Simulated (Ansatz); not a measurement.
Process, species as SMILES: N#N (N2) → N2+ (doublet, bonded as N#N) + e-
B3LYP-D3(BJ)/def2-TZVP geometries, fixed; electronic energies without zero-point terms.
Largest species:
```xyz
2

N      0.0000     0.0000    -0.5454
N      0.0000     0.0000     0.5454
```
Charge 0, spin multiplicity 1.

How fast the adiabatic ionisation energy converges with the basis for several methods (Ansatz, a first-principles code): deviation from each method's own reference, in eV. References: PBE 15.367 eV, the value in aug-cc-pV5Z; PBE0 15.743 eV, the value in aug-cc-pV5Z; r2SCAN 15.573 eV, the value in aug-cc-pV5Z. All functions are spherical. Open shells are unrestricted. No added dispersion term, no relativity. 

```tsv
basis	functions	PBE	PBE0	r2SCAN
6-311G**	36	-0.065	-0.023	0.001
aug-cc-pVDZ	46	-0.028	-0.011	-0.009
cc-pVTZ	60	-0.051	-0.031	-0.024
aug-cc-pVTZ	92	0.006	0.007	0.005
cc-pVQZ	110	-0.028	-0.018	-0.017
pcseg-3	120	-0.009	-0.003	-0.003
cc-pV5Z	182	-0.013	-0.009	-0.008
aug-cc-pV5Z	254	0.000	0.000	0.000
```

Mean absolute deviation over 6-311G**, cc-pVTZ, aug-cc-pVTZ: r2SCAN 0.010, PBE0 0.020, PBE 0.041 eV.
